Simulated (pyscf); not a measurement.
`[NH2][B]([Cl])[Cl]` + `[SiH4]` -> `[SiH3][NH][B]([Cl])[Cl]` + `[H][H]`, a four-centre exchange (singlet surface; H–N, H–Si broken, N–Si, H–H formed). PySCF, gas phase, ωB97X-D3(BJ)/def2-SVP geometries. Energies in eV from the separated reactants.

Small-basis levels: PySCF, no dispersion term, spherical d functions. 

Question: Quick B3LYP/6-31G* single points give ΔE‡ = 2.75 eV and ΔE = -0.07 eV. What does ωB97M-D3(BJ)/def2-TZVP give, and how far is the quick result from it?

Answer: ωB97M-D3(BJ)/def2-TZVP gives ΔE‡ = 2.42 eV and ΔE = -0.20 eV. B3LYP/6-31G* lies 0.32 eV over it in the barrier and 0.13 eV over it in the reaction energy, so on this step it does not hold to within 0.13 eV. ωB97M-D3(BJ)/def2-TZVP has limits of its own. This is the saddle that the search found; another between the same sides may lie lower.
